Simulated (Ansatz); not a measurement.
# UBCCD(T)/STO-3G run of BH2F− (SMILES [BH2-]F)

What is the vertical doublet–quartet gap of BH2F− at UBCCD(T)/STO-3G? 

Program for the calculation: Ansatz 0.2.0.

1 further run of the same task is left out (it didn't finish).

**1. Starting point**

The species is BH2F− (4 atoms), meant as a doublet with charge -1. SMILES: `[BH2-]F`. The coordinates come from a GFN2-xTB relaxation.

Bond lengths: B1–F2 1.499 Å, B1–H3 1.242 Å, B1–H4 1.242 Å. Angles: F2–B1–H3 108.4°, F2–B1–H4 108.4°, H3–B1–H4 113.0°.

**2. The energy at UBCCD(T)/STO-3G**

File molecule.yaml:

```yaml
crystal:
  periodic: [false, false, false]
  atoms:
    - {symbol: B, position_ang: [-0.086340, 0.304430, 0.102380]}
    - {symbol: F, position_ang: [1.031910, -0.468820, 0.732960]}
    - {symbol: H, position_ang: [-1.140340, -0.333670, 0.256190]}
    - {symbol: H, position_ang: [0.194760, 0.498060, -1.091520]}
basis:
  gaussian:
    orbitals: STO-3G
correlation:
  method: bccd_t
  frozen_orbitals: {B: 1, F: 1, H: 0}
scf:
  omitted_lower_state_checks: [cluster_reference, increment]
accuracy: high
total_charge: -1
magnetization:
  spin_polarized: true
  initial_magnetization: 1
```

Launch:

```sh
ansatz run molecule.yaml --threads 1 --pin off --max-ram 2610MiB --events-out events.jsonl --progress --plain --runs-dir runs
```

Log, shortened:

```text
Warning: RAYON_NUM_THREADS=1 ignored (pool sized by the plan → 1); use --threads N
Functional definition: HF
  name "HF"
[...]
188 factors; integrals over basis functions are off by at most 3.7e-8 eV
[...]
mean field -3356.96008923 eV, -123.3660078499 hartree, gradient 1.2e-8 eV, S^2 0.754725; 0 other end points of the search recorded, 0 dependent functions left out
2 core orbitals not correlated: weight in the atoms' cores, before any rotation towards them, 1.000 or more for the frozen orbitals, at most 0.000 for the correlated occupied ones
reference -3356.96008923 eV, -123.3660078499 hartree; 7, 6 occupied and 3, 4 virtual orbitals, 188 factors
second order -1.19534659 eV of doubles, -0.00000000 eV of singles
cycle   1  -1.48977803 eV  change   -2.9e-1 eV  update   5.2e-2
[...]
cycle  21  -1.67041336 eV  change   7.8e-11 eV  update  6.7e-10
perturbative correction -0.04561920 eV, -0.0016764748 hartree
Total energy: -3358.67612180 eV, -123.4290708835 hartree
Checks for a lower state left out: cluster_reference, increment
```

Wall time 0.22 s (1 thread of AMD EPYC 7R43 (Zen 3), shared host).

**3. The quartet, same level**

File in.yaml:

```yaml
crystal:
  periodic: [false, false, false]
  atoms:
    - {symbol: B, position_ang: [-0.086340, 0.304430, 0.102380]}
    - {symbol: F, position_ang: [1.031910, -0.468820, 0.732960]}
    - {symbol: H, position_ang: [-1.140340, -0.333670, 0.256190]}
    - {symbol: H, position_ang: [0.194760, 0.498060, -1.091520]}
basis:
  gaussian:
    orbitals: STO-3G
total_charge: -1
magnetization:
  spin_polarized: true
  initial_magnetization: 3
correlation:
  method: bccd_t
  frozen_orbitals: {B: 1, F: 1, H: 0}
accuracy: high
scf:
  omitted_lower_state_checks: [cluster_reference, increment]
```

Launch:

```sh
ansatz run in.yaml --threads 1 --pin off --max-ram 2610MiB --events-out events.jsonl --progress --plain --runs-dir runs
```

Log, shortened:

```text
Warning: RAYON_NUM_THREADS=1 ignored (pool sized by the plan → 1); use --threads N
Functional definition: HF
  name "HF"
[...]
188 factors; integrals over basis functions are off by at most 3.7e-8 eV
[...]
mean field -3345.17523803 eV, -122.9329225565 hartree, gradient 5.9e-9 eV, S^2 3.759236; 7 other end points of the search recorded, 0 dependent functions left out
2 core orbitals not correlated: weight in the atoms' cores, before any rotation towards them, 1.000 or more for the frozen orbitals, at most 0.000 for the correlated occupied ones
reference -3345.17523803 eV, -122.9329225565 hartree; 8, 5 occupied and 2, 5 virtual orbitals, 188 factors
second order -0.64845106 eV of doubles, -0.00000000 eV of singles
cycle   1  -0.87311385 eV  change   -2.2e-1 eV  update   4.1e-2
[...]
cycle  35  -1.05778372 eV  change   7.2e-10 eV  update   1.2e-9
perturbative correction -0.00863522 eV, -0.0003173384 hartree
Total energy: -3346.24165698 eV, -122.9721127298 hartree
Checks for a lower state left out: cluster_reference, increment
```

It took 0.3 s on 1 thread of AMD EPYC 7R43 (Zen 3), shared host.

**4. Outcome**

Level: UBCCD(T)/STO-3G, 2 core orbitals frozen.

| quantity | value |
| --- | --- |
| doublet: total energy | -123.42907 Eh |
| doublet: correlation energy (2 core orbitals frozen) | -63.1 mEh |
| doublet: (T) correction | -1.68 mEh |
| doublet: ⟨S²⟩ of the reference determinant | 0.755 |
| quartet: total energy | -122.97211 Eh |
| quartet: correlation energy (2 core orbitals frozen) | -39.2 mEh |
| quartet: (T) correction | -0.32 mEh |
| quartet: ⟨S²⟩ of the reference determinant | 3.759 |
| vertical energy of the quartet above the doublet | 12.434 eV |

**Reading.** At this shape the quartet lies 12.43 eV (287 kcal/mol) above the doublet. For an anion a state so high probably lies above electron detachment. In a minimal basis such a difference can be off by several eV, whatever the method. The triples (doublet) make up 2.7 % of the correlation energy. The triples (quartet) make up 0.8 % of the correlation energy.
